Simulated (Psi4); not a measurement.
Psi4 input (wB97X-D/6-31G*):

```
memory 1500 MB

molecule {
1 1
C    -0.00000000   -0.00000000   -0.00000000
H     0.00360111    1.07859343   -0.02702022
H     0.93257816   -0.54247981    0.01097634
H    -0.93617928   -0.53611362    0.01604388
symmetry c1
no_reorient
no_com
}

set {
  basis 6-31G*
  reference rks
  scf_type pk
  dft_radial_points 99
  dft_spherical_points 590
  e_convergence 1e-8
  d_convergence 1e-7
  maxiter 150
}

e = energy('wb97x-d')
print_out(f'\nFINAL {e:.10f} DIPOLE {variable("CURRENT DIPOLE")[0]:.6f} {variable("CURRENT DIPOLE")[1]:.6f} {variable("CURRENT DIPOLE")[2]:.6f}\n')
```

Problem. What final total energy does it give?

Solution. -39.46543 Eh.
